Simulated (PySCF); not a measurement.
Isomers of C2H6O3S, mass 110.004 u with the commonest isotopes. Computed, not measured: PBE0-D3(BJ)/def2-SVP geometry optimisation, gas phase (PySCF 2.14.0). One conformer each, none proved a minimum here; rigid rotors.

**Question.** Order these by rotational constant B, smallest first.
A. `[CH3:1][O:2][S:3]([CH3:4])(=[O:5])=[O:6]` with C1–O2–S3–C4 -175°
B. `[CH3:1][O:2][S:3](=[O:4])[O:5][CH3:6]` with C1–O2–S3–O4 61°, O2–S3–O5–C6 -171°
C. `[CH3:1][CH2:2][S:3](=[O:4])(=[O:5])[OH:6]` with C1–C2–S3–O4 -46°, C2–S3–O6–H 111°

**Answer.** B (2021 MHz), C (2425 MHz), A (2584 MHz).

**Question.** Order these by rotational constant C, largest first.
A. `[CH3:1][CH2:2][S:3](=[O:4])(=[O:5])[OH:6]` with C1–C2–S3–O4 -46°, C2–S3–O6–H 111°
B. `[CH3:1][O:2][S:3](=[O:4])[O:5][CH3:6]` with C1–O2–S3–O4 61°, O2–S3–O5–C6 -171°
C. `[CH3:1][O:2][S:3]([CH3:4])(=[O:5])=[O:6]` with C1–O2–S3–C4 -175°

**Answer.** C (2513 MHz), A (2424 MHz), B (1697 MHz).

**Question.** Order these by radius of gyration √(Σ m r²/M), largest first.
A. `[CH3:1][O:2][S:3](=[O:4])[O:5][CH3:6]` with C1–O2–S3–O4 61°, O2–S3–O5–C6 -171°
B. `[CH3:1][CH2:2][S:3](=[O:4])(=[O:5])[OH:6]` with C1–C2–S3–O4 -46°, C2–S3–O6–H 111°
C. `[CH3:1][O:2][S:3]([CH3:4])(=[O:5])=[O:6]` with C1–O2–S3–C4 -175°

**Answer.** A (1.679 Å), B (1.550 Å), C (1.522 Å).

```tsv
SMILES	point group	Ia (u·Å²)	Ib (u·Å²)	Ic (u·Å²)	κ	μa (D)	μb (D)	μc (D)
COS(C)(=O)=O	near Cs	113.06	195.57	201.08	-0.93	0.40	2.90	0.06
CCS(=O)(=O)O	C1	111.78	208.40	208.50	-1.00	2.40	2.88	0.39
COS(=O)OC	Cs	72.50	250.12	297.77	-0.88	0.01	0.49	1.37
```
